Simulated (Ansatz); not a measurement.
Relaxed structures of CH$_{4}$AlO (charge -1), singlet (PBE0-D4/def2-TZVPD; forces vanish, vibrations not checked; lower isomers may exist, and structures with a doubtful reference or unclear bonds are left out; Å). Program: Ansatz 0.2.0. Basis: def2-TZVPPD. Cores are frozen in the correlated methods.

Task: Rank them by CCSD(T) energy, lowest first, and give each one's height above the lowest. Links in brackets join atoms within 1.22 times the sum of their covalent radii (1.1 for two metals). (An estimate is asked for; the value comes from the calculation.)
A.
CH₄AlO ([OH][CH][AlH2]), total charge -1
```
7
angstrom
C 0.4339 0.1060 0.5274
Al -1.0416 0.3250 -0.5741
O 1.4704 -0.8628 0.4884
H -1.3030 -0.6909 -1.8214
H -2.1119 1.5156 -0.3442
H 0.6411 0.7673 1.3723
H 1.2720 -1.4323 -0.2571
```
B.
CH₄AlO ([CH2][AlH][OH]), total charge -1
```
7
angstrom
C -1.2687 0.3425 -0.6187
Al 0.3093 0.0960 0.2715
O 1.4172 -1.2676 0.1021
H -1.7131 -0.3235 -1.3600
H -1.8814 1.2287 -0.4370
H 0.9497 1.1130 1.3775
H 2.1870 -1.1890 0.6646
```
C.
CH₄AlO ([CH3][AlH][O]), total charge -1
```
7
angstrom
C -1.2798 0.2349 -0.3585
Al 0.6165 0.0222 0.2607
O 1.7265 -1.0442 -0.3033
H -1.5396 -0.4637 -1.1609
H -1.4619 1.2549 -0.7240
H 0.8718 1.1243 1.4553
H -1.9833 0.0765 0.4704
```
D.
CH₄AlO ([CH2][OH][AlH]), total charge -1
```
7
angstrom
C -1.0806 0.6894 -0.5184
Al 0.8888 -1.5838 0.4615
O 0.2391 0.1255 0.0505
H -1.1967 0.1012 -1.4448
H -1.8257 0.2642 0.1757
H 0.8164 0.8706 0.2014
H 2.3519 -0.8339 0.9563
```

Result: Computed: C (0.00 kcal/mol), B (11.05 kcal/mol), A (64.39 kcal/mol), D (83.42 kcal/mol). Heights count from the lowest.

The T1 diagnostic stays at or below 0.020. The restricted Hartree–Fock reference is unstable towards an unrestricted one at one or more of these structures.

For scale, one of the runs: CCSD(T)/def2-TZVPPD, 193 basis functions, launched by `ansatz run in.yaml --threads 2 --pin off --events-out ev --progress --plain --max-ram 4352MiB`. Hardware: 2 CPU threads of an Arm Neoverse V2, shared host. Wall time 44 s; peak host memory 2.1 GiB.
